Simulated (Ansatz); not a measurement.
**NH2O (quartet): the correlation ladder at distance O1–H3 along a hydrogen transfer = 1.357 Å, cc-pVTZ**

An exercise on one series of results from a longer session: the logs are not shown, and one member is left open.

The runs use Ansatz 0.2.0, Gaussian basis; cc-pVTZ, core rule «outside noble gas», up to 2 orbitals frozen.

Plan: UHF; CCSD(T) on ROHF; CCSD(T) on UHF; BCCD(T) on ROHF; CISD; CCSDT(Q) on ROHF; CCSDT(Q) on UHF; CASSCF and NEVPT2, 5 electrons in 5 orbitals; CASSCF and NEVPT2, 13 electrons in 10 orbitals.

## The system

The geometry derives from fragments relaxed apart (PBE0/def2-TZVP) and kept rigid, so it is no stationary point. A hydrogen atom is moved between rigid fragments.

4 atoms, charge 0, spin multiplicity 4.

Atoms are counted from 1 here; the program's logs count them from 0.

Bond lengths: O1–H2 0.960 Å, H3–N4 1.199 Å.

Coordinates:

```
O    -1.1529   -0.0292    0.0000
H    -1.4022    0.8974    0.0000
H     0.2041   -0.0292    0.0000
N     1.4031   -0.0292    0.0000
```

The first run:

The input, in.yaml:

```yaml
crystal:
  periodic: [false, false, false]
  atoms:
    - {symbol: O, position_ang: [-1.152883, -0.029165, 0.000000]}
    - {symbol: H, position_ang: [-1.402193, 0.897410, 0.000000]}
    - {symbol: H, position_ang: [0.204117, -0.029165, 0.000000]}
    - {symbol: N, position_ang: [1.403117, -0.029165, 0.000000]}
basis:
  gaussian: {orbitals: cc-pVTZ}
magnetization: {spin_polarized: true, initial_magnetization: 3}
hamiltonian: {xc: hf}
output: {orbitals: {seedname: orbitals}}
```

Started as:

```console
> ansatz run in.yaml --threads 1 --pin off --events-out ev --progress --plain --max-ram 2816MiB --backend cpu
```

Steps of the session up to this table: UHF; CCSD(T) on ROHF; CCSD(T) on UHF; BCCD(T) on ROHF; CISD; CCSDT(Q) on ROHF; CCSDT(Q) on UHF; CASSCF and NEVPT2, 5 electrons in 5 orbitals; CASSCF and NEVPT2, 13 electrons in 10 orbitals.

One table of the session follows, with a row left open; its other results are not shown here.

```
        method  from UCCSDT(Q) (kcal/mol)
          ROHF                    +271.55
           UHF                          ?
          RMP2                     +32.27
          UMP2                     +30.74
          CISD                     +32.30
         RCCSD                      +9.99
         UCCSD                      +9.34
      RCCSD(T)                      +1.31
      UCCSD(T)                      +1.19
       BCCD(T)                      +1.13
        RCCSDT                      +0.60
        UCCSDT                      +0.47
     RCCSDT(Q)                      +0.11
     UCCSDT(Q)                          0
   CASSCF pair                    +245.71
   NEVPT2 pair                     +25.32
CASSCF valence                    +222.63
NEVPT2 valence                     +33.89
```

Estimate the missing values for UHF.

As computed: from UCCSDT(Q) (kcal/mol): +256.46. In the column «from UCCSDT(Q) (kcal/mol)» it lies between CASSCF pair (+245.71) and ROHF (+271.55).

Caveats from the session: Restricted and unrestricted rows rest on different reference determinants; where their highest levels disagree by more than a few hundredths of an eV, they describe different states and don't form one ladder.
